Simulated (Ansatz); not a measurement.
All numbers were calculated with Ansatz.

A structure relaxed at PBE0-D4/def2-TZVP, charge 0, multiplicity 2:

```xyz
9

C    -1.5077    0.1904   -0.1295
B    -0.0836   -0.1872   -0.5454
C     1.1463   -0.0314    0.4032
H    -1.7467    0.5948    0.8524
H    -2.3693    0.0812   -0.7831
H     0.0895   -0.6238   -1.6522
H     0.9232    0.3748    1.3923
H     1.6421   -1.0020    0.5316
H     1.9063    0.6032   -0.0694
```

**Question.** Give its formula and SMILES.

**Answer.** C2H6B, `[CH2]BC`.

**Question.** Point group (tolerance 0.08 Å, 0.16 Å for H)?

**Answer.** Cs.

**Question.** Summarise the bond lengths by kind.

**Answer.** 2 × B–C 1.531 to 1.561 Å; 5 × C–H 1.087 to 1.097 Å; 1 × B–H 1.202 Å.
